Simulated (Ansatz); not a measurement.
## Ansatz (development build ahead of 0.2.0) run

```yaml
crystal:
  periodic: [false, false, false]
  atoms:
    - { symbol: Na, position_ang: [-0.06173, 0.02026, -0.14659] }
    - { symbol: H, position_ang: [-0.03267, 0.11141, 1.75476] }
basis:
  gaussian: { orbitals: aug-cc-pVDZ }
hamiltonian:
  xc: hf
correlation:
  method: mp2
  frozen_orbitals: { H: 0, Na: 1 }
```

The input is written out in the form of the current development build from the run's settings.

Results

```json
{
  "Converged": "yes",
  "Reference energy": "-162.38462 hartree",
  "Correlation energy": "-0.02716 hartree",
  "Total energy": "-162.41178 hartree",
  "Spin squared of the determinant": "0.000"
}
```
